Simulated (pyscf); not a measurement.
Structures and frequencies: ωB97X-D3(BJ)/def2-SVP in PySCF.

PBE/def2-TZVP puts the barrier of F–SiH₂–O–SiH₃ (SMILES F[SiH2]O[SiH3]) + HO–SiH₃ (SMILES O[SiH3]) → F–SiH₂–O–SiH₂–O–SiH₃ (SMILES F[SiH2]O[SiH2]O[SiH3]) + H₂ (SMILES [H][H]) (four-centre exchange; singlet surface; H–Si, H–O broken, O–Si, H–H formed) at 29.5 kcal/mol and the reaction energy at -22.7 kcal/mol, from the separated reactants. What do B3LYP-D3(BJ)/def2-TZVP, PBE0-D3(BJ)/def2-TZVP, ωB97M-D3(BJ)/def2-TZVP give on the same structures?

B3LYP-D3(BJ): ΔE‡ = 31.3 kcal/mol, ΔE = -27.4 kcal/mol; PBE0-D3(BJ): ΔE‡ = 29.0 kcal/mol, ΔE = -25.1 kcal/mol; ωB97M-D3(BJ): ΔE‡ = 31.1 kcal/mol, ΔE = -26.4 kcal/mol. PBE's barrier lies among them. Its reaction energy lies over all of them, by 2.5 to 4.7 kcal/mol. On the reactant side the descent ends in a complex (not fully relaxed), 6.1 kcal/mol under the separated species and 36.0 kcal/mol under the saddle at ωB97X-D3(BJ)/def2-TZVP. The same reactants have a lower exit, to H₃Si–O–SiH₂–O–SiH₃ + HF (barrier +23.9 kcal/mol at ωB97M-D3(BJ)/def2-TZVP, against +31.1 kcal/mol here). One saddle was located; it need not be the lowest between these sides.
